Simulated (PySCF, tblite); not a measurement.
# CH3BrF−, a complex of two parts: NMR shifts, interaction energy, infrared bands, spin-spin couplings, core binding energies and electronic excitations

The task here is to estimate one member of a computed series from the others.

Computed with tblite 0.8.0 and PySCF 2.14.0; each step states its level. No surroundings beyond the atoms listed, unless a continuum is named. Atoms count from 0, parts from 1.

## The system as given

6 atoms, charge -1, multiplicity 1; geometry: rigid parts in contact. Parts: 1 = atoms 0–4, `CF`, charge 0; 2 = atom 5, `[Br-]`, charge -1.

Set-up of the first run:

The job: settings as JSON, then the geometry in Å.

```
{"job": {"kind": "dock", "xc": "GFN2-xTB", "basis": "xTB"}, "charge": -1, "multiplicity": 1, "parts": [{"atoms": "0-4", "charge": 0, "multiplicity": 1}, {"atoms": "5-5", "charge": -1, "multiplicity": 1}]}
C     -0.068800    -0.003084     0.011443
F      1.275368     0.057950    -0.212845
H     -0.230170    -0.051654     1.089005
H     -0.523043     0.894876    -0.408590
H     -0.453355    -0.898089    -0.479013
Br    -1.639370    -3.193282    -0.462620
```

Level: GFN2-xTB search for minima from random contacts, gas phase.

Started as:

```sh
$ OMP_NUM_THREADS=1 python cluster_run.py task.json out
```

This one command runs all jobs of the session in turn.

Steps of the session up to this table: Search for minima with GFN2-xTB; Geometry optimisation at PBE0-D3(BJ)/def2-TZVPD; NMR shieldings: PBE0/aug-pcSseg-2; Coupled-cluster interaction energy: CCSD(T) and MP2.

One table of the session follows, with a row left open; its other results are not shown here.

It belongs to the step «Coupled-cluster interaction energy: CCSD(T) and MP2». 

| method | interaction energy (kcal/mol) |
| --- | --- |
| HF/aug-cc-pVDZ | -6.88 |
| MP2/aug-cc-pVDZ | -8.13 |
| CCSD/aug-cc-pVDZ | -7.88 |
| CCSD(T)/aug-cc-pVDZ | -8.04 |
| HF/aug-cc-pVQZ | ? |
| MP2/aug-cc-pVQZ | -8.80 |
| SCS-MP2/aug-cc-pVQZ | -8.23 |
| MP2, extrapolated | -8.97 |
| CCSD(T), limit estimate | -8.88 |

Q: Estimate the row for HF/aug-cc-pVQZ from the others.

The run gave: interaction energy (kcal/mol): -6.77. In the column «interaction energy (kcal/mol)» it is the highest.
